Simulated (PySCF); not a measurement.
PySCF input (M06-2X/6-311+G**):

```python
from pyscf import gto, dft

mol = gto.M(
    atom='''
    C     0.05100638   -0.58378700   -0.01181402
    C     0.04460873    0.71726049    0.01788006
    H    -0.87346485   -1.16381706   -0.05413951
    H     0.97198321   -1.16021184    0.00382948
    H    -0.67220906    1.52318793    0.01391380
    ''',
    basis='6-311+g**',
    charge=0,
    spin=1,
    verbose=4,
)

mf = dft.UKS(mol, xc='m062x')
mf.grids.level = 4
mf.conv_tol = 1e-9
mf.max_cycle = 100
mf.max_memory = 1500
mf.kernel()
if not mf.converged:
    mf = mf.newton()
    mf.kernel(mf.make_rdm1())
mo, _, stable, _ = mf.stability(return_status=True)
if not stable:
    mf.kernel(mf.make_rdm1(mo, mf.mo_occ))
    stable = mf.stability(return_status=True)[2]
mf.dip_moment()
```

Output:

```
PySCF version 2.14.0

[INPUT] verbose = 4
[INPUT] num. atoms = 5
[INPUT] num. electrons = 15
[INPUT] charge = 0
[INPUT] spin (= nelec alpha-beta = 2S) = 1
[INPUT] symmetry False subgroup None
[INPUT] Mole.unit = angstrom
[INPUT] Symbol           X                Y                Z      unit          X                Y                Z       unit  Magmom
[INPUT]  1 C      0.051006380000  -0.583787000000  -0.011814020000 AA    0.096388088805  -1.103197545081  -0.022325262230 Bohr   0.0
[INPUT]  2 C      0.044608730000   0.717260490000   0.017880060000 AA    0.084298282465   1.355425886071   0.033788416491 Bohr   0.0
[INPUT]  3 H     -0.873464850000  -1.163817060000  -0.054139510000 AA   -1.650609345934  -2.199295502497  -0.102308846418 Bohr   0.0
[INPUT]  4 H      0.971983210000  -1.160211840000   0.003829480000 AA    1.836782064576  -2.192482624078   0.007236668399 Bohr   0.0
[INPUT]  5 H     -0.672209060000   1.523187930000   0.013913800000 AA   -1.270291021851   2.878408023943   0.026293271352 Bohr   0.0

nuclear repulsion = 28.5196191646721
number of shells = 32
number of NR pGTOs = 94
number of NR cGTOs = 62
basis = 6-311+g**
ecp = {}

******** <class 'pyscf.dft.uks.UKS'> ********
method = UKS
initial guess = minao
damping factor = 0
level_shift factor = 0
DIIS = <class 'pyscf.scf.diis.CDIIS'>
diis_start_cycle = 1
diis_space = 8
diis_damp = 0
SCF conv_tol = 1e-09
SCF conv_tol_grad = None
SCF max_cycles = 100
direct_scf = True
direct_scf_tol = 1e-13
number electrons alpha = 8  beta = 7
XC library pyscf.dft.libxc version 7.1.2
    S. Lehtola, C. Steigemann, M. J. T. Oliveira, and M. A. L. Marques,  SoftwareX 7, 1–5 (2018)
XC functionals = m062x
    Y. Zhao and D. G. Truhlar,  Theor. Chem. Acc. 120, 215 (2008)
    Y. Zhao and D. G. Truhlar,  Theor. Chem. Acc. 120, 215 (2008)
radial grids:
    Treutler-Ahlrichs [JCP 102, 346 (1995); DOI:10.1063/1.469408] (M4) radial grids

becke partition: Becke, JCP 88, 2547 (1988); DOI:10.1063/1.454033
pruning grids: <function nwchem_prune>
grids dens level: 4
symmetrized grids: False
atomic radii adjust function: <function treutler_atomic_radii_adjust>
small_rho_cutoff = 0
Set gradient conv threshold to 3.16228e-05
tot grids = 104344
init E= -77.9719189706067
  alpha nocc = 8  HOMO = -0.180777603992741  LUMO = -0.0296707000294347
  beta  nocc = 7  HOMO = -0.315046643638013  LUMO = -0.180777603992752

WARN: HOMO -0.180777603992741 >= LUMO -0.180777603992752

cycle= 1 E= -77.8632825149431  delta_E= 0.109  |g|= 0.139  |ddm|= 1.17
  alpha nocc = 8  HOMO = -0.273740771996032  LUMO = 0.0324676061906025
  beta  nocc = 7  HOMO = -0.316871045769936  LUMO = -0.0451972307982622
  HOMO = -0.273740771996  LUMO = -0.0451972307983  gap/eV = 6.21899
cycle= 2 E= -77.8746471668354  delta_E= -0.0114  |g|= 0.0888  |ddm|= 0.24
  alpha nocc = 8  HOMO = -0.28989829979179  LUMO = 0.0309621679804535
  beta  nocc = 7  HOMO = -0.344193380375213  LUMO = -0.0492742602888505
  HOMO = -0.289898299792  LUMO = -0.0492742602889  gap/eV = 6.54771
cycle= 3 E= -77.8788941133566  delta_E= -0.00425  |g|= 0.0321  |ddm|= 0.0719
  alpha nocc = 8  HOMO = -0.296046066090085  LUMO = 0.0329620515913388
  beta  nocc = 7  HOMO = -0.340040350500576  LUMO = -0.0465721500653515
  HOMO = -0.29604606609  LUMO = -0.0465721500654  gap/eV = 6.78853
cycle= 4 E= -77.8797589317121  delta_E= -0.000865  |g|= 0.0173  |ddm|= 0.0408
  alpha nocc = 8  HOMO = -0.293225930457091  LUMO = 0.0332633458324218
  beta  nocc = 7  HOMO = -0.336815876445637  LUMO = -0.0407072216310986
  HOMO = -0.293225930457  LUMO = -0.0407072216311  gap/eV = 6.87138
cycle= 5 E= -77.8800528372113  delta_E= -0.000294  |g|= 0.00621  |ddm|= 0.0172
  alpha nocc = 8  HOMO = -0.295926618006632  LUMO = 0.0333007186350029
  beta  nocc = 7  HOMO = -0.337680760178998  LUMO = -0.0407491457691549
  HOMO = -0.295926618007  LUMO = -0.0407491457692  gap/eV = 6.94373
cycle= 6 E= -77.8801459627684  delta_E= -9.31e-05  |g|= 0.00219  |ddm|= 0.0138
  alpha nocc = 8  HOMO = -0.296067912750519  LUMO = 0.0334050586520745
  beta  nocc = 7  HOMO = -0.337486197066355  LUMO = -0.0405751701205936
  HOMO = -0.296067912751  LUMO = -0.0405751701206  gap/eV = 6.95231
cycle= 7 E= -77.8801650252493  delta_E= -1.91e-05  |g|= 0.00095  |ddm|= 0.00672
  alpha nocc = 8  HOMO = -0.296158146130779  LUMO = 0.0334013809458144
  beta  nocc = 7  HOMO = -0.337542680589298  LUMO = -0.0405199506095819
  HOMO = -0.296158146131  LUMO = -0.0405199506096  gap/eV = 6.95627
cycle= 8 E= -77.8801693198664  delta_E= -4.29e-06  |g|= 0.000334  |ddm|= 0.0035
  alpha nocc = 8  HOMO = -0.296185409655983  LUMO = 0.033406128020566
  beta  nocc = 7  HOMO = -0.33753463423152  LUMO = -0.0405116537309915
  HOMO = -0.296185409656  LUMO = -0.040511653731  gap/eV = 6.95724
cycle= 9 E= -77.8801697937857  delta_E= -4.74e-07  |g|= 7.7e-05  |ddm|= 0.00141
  alpha nocc = 8  HOMO = -0.296186651392677  LUMO = 0.0334033702144663
  beta  nocc = 7  HOMO = -0.337535861093432  LUMO = -0.0405106127856811
  HOMO = -0.296186651393  LUMO = -0.0405106127857  gap/eV = 6.95730
cycle= 10 E= -77.8801698036319  delta_E= -9.85e-09  |g|= 1.82e-05  |ddm|= 0.000255
  alpha nocc = 8  HOMO = -0.296189503211277  LUMO = 0.0334024295170072
  beta  nocc = 7  HOMO = -0.337537678002466  LUMO = -0.0405107870044965
  HOMO = -0.296189503211  LUMO = -0.0405107870045  gap/eV = 6.95737
cycle= 11 E= -77.8801698041151  delta_E= -4.83e-10  |g|= 4.17e-06  |ddm|= 5.33e-05
  alpha nocc = 8  HOMO = -0.296188943470785  LUMO = 0.033402191169538
  beta  nocc = 7  HOMO = -0.337538328971259  LUMO = -0.0405103573934085
  HOMO = -0.296188943471  LUMO = -0.0405103573934  gap/eV = 6.95737
Extra cycle  E= -77.8801698041351  delta_E= -2e-11  |g|= 2.61e-06  |ddm|= 8.33e-06
converged SCF energy = -77.8801698041351  <S^2> = 0.76624838  2S+1 = 2.0161829
uhf_internal: lowest eigs of H = [0.23331496 0.28310093 0.34396471]
<class 'pyscf.dft.uks.UKS'> wavefunction is stable in the internal stability analysis
Dipole moment(X, Y, Z, Debye): -0.64521, -0.29244, -0.02695
```
